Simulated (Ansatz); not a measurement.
A nudged elastic band was laid between two geometries of C3H4N2O (10 atoms, charge 0, multiplicity 1).

These are results of RKS PBE0/def2-SVP in Ansatz, not measurements.

```
movable images  : 5
climbing image  : yes
spring          : 5.0 eV/Å²
optimiser       : quadratic models (default)
start path      : through a guess of the saddle point
force threshold : 0.05 eV/Å
iteration limit : 60
end points      : relaxed
```

Initial state:

```xyz
10
Properties=species:S:1:pos:R:3
N -0.599 -1.734 -0.727
C -0.253 -0.535 -0.182
N -0.880 0.135 0.734
C -0.139 1.296 0.854
C 0.911 1.259 0.000
O 0.839 0.067 -0.677
H 0.153 -2.281 -1.125
H -1.276 -2.256 -0.186
H -0.412 2.082 1.556
H 1.740 1.915 -0.244
```

Final state:

```xyz
10
Properties=species:S:1:pos:R:3
N -0.671 -1.538 -0.511
C -0.142 -0.351 -0.138
N -0.599 0.526 0.745
C 0.208 1.699 0.827
C 1.152 1.391 -0.092
O 0.932 0.100 -0.697
H -0.076 -2.149 -1.056
H -1.319 -1.995 0.117
H -1.439 0.384 1.292
H 2.036 1.882 -0.484
```

Problem. Which bonds break or form, and what moves?

Solution. Bonds broken: C4–H9. Bonds formed: N3–H9.

Problem. Give the energies along the band, and the barrier.

Solution. The run converged. The highest image is number 4 of 0 to 6, 3.88 eV above the first end and 1.73 eV above the last; the last end lies 2.14 eV above the first. Neighbouring images differ by up to 1.7 eV, so the band resolves the path poorly. A vibrational analysis at the climbing image gives 2 clearly imaginary modes (1673i, 316i cm⁻¹): a point of higher order, so a lower path passes nearby. The orbitals stay closed-shell, which can raise the energy where a bond breaks towards radicals; this wasn't checked here.

| image | path coordinate (Å) | energy (eV) | C4–H9 (Å) | N3–H9 (Å) |
| --- | --- | --- | --- | --- |
| 0 | 0.00 | 0.00 | 1.09 | 2.16 |
| 1 | 0.36 | 0.24 | 1.08 | 2.00 |
| 2 | 0.71 | 1.20 | 1.09 | 1.73 |
| 3 | 1.07 | 2.87 | 1.17 | 1.43 |
| 4 | 1.43 | 3.88 | 1.40 | 1.14 |
| 5 | 1.93 | 2.74 | 1.85 | 1.01 |
| 6 | 2.44 | 2.14 | 2.16 | 1.01 |

Problem. What is the geometry of the highest image?

Solution. 
```xyz
10
Properties=species:S:1:pos:R:3
N -0.634 -1.638 -0.597
C -0.191 -0.440 -0.155
N -0.717 0.351 0.737
C 0.092 1.566 0.833
C 1.069 1.337 -0.070
O 0.891 0.083 -0.685
H 0.022 -2.222 -1.098
H -1.319 -2.111 -0.024
H -1.070 1.139 1.482
H 1.939 1.883 -0.420
```

The run took 91 s on 2 threads of Arm Neoverse V2, with other jobs on the host, peak memory 0.23 GiB.
